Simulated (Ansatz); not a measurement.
Consider the hydrogenolysis of a C–Cl bond: `ClCC(Cl)Cl` + H₂ → `ClCCCl` + HCl.

Calculated with Ansatz (gas phase, PBE0-D4/def2-TZVP geometries, no zero-point term in ΔE). CCSD(T)/CBS is the MP2 limit (def2-TZVPP, def2-QZVPP) plus CCSD(T) − MP2 in def2-TZVPP, frozen cores. This one scheme is used for every species. Functionals use def2-TZVPP. One conformer a species, not always the lowest.

(1) Is it downhill or uphill in electronic energy at CCSD(T)/CBS, and by how much? (Best estimate.)

(2) What do these levels give: PBE-D4, r2SCAN-D4, ωB97X-V, ωB97M-V, B2PLYP, PBE, SCS-MP2/def2-TZVPP, CCSD/def2-TZVPP, HF/def2-QZVPP, MP2/def2-QZVPP, HF/CBS(def2), MP2/CBS(def2)? (Best estimate.)

Largest T1 diagnostic among the species: 0.009.

Answers

(1) Computed: Downhill: ΔE = -22.1 kcal/mol.

(2) The calculation gave: PBE-D4 -20.2, r2SCAN-D4 -21.4, ωB97X-V -22.3, ωB97M-V -22.0, B2PLYP -23.5, PBE -21.8, SCS-MP2/def2-TZVPP -22.4, CCSD/def2-TZVPP -24.8, HF/def2-QZVPP -29.8, MP2/def2-QZVPP -20.6, HF/CBS(def2) -29.8, MP2/CBS(def2) -20.2 kcal/mol.

The D4 term adds +2.7 kcal/mol with B3LYP and +1.4 kcal/mol with PBE0; it sums over pairs of atoms, weighted by their polarisabilities, and B3LYP, whose exchange is more repulsive, gets the larger term. From PBE to PBE0 (25 % exact exchange), in def2-TZVPP and without D4, ΔE moves by −1.9 kcal/mol.

B3LYP here is the variant with VWN-RPA as its local correlation; programs differ in this.
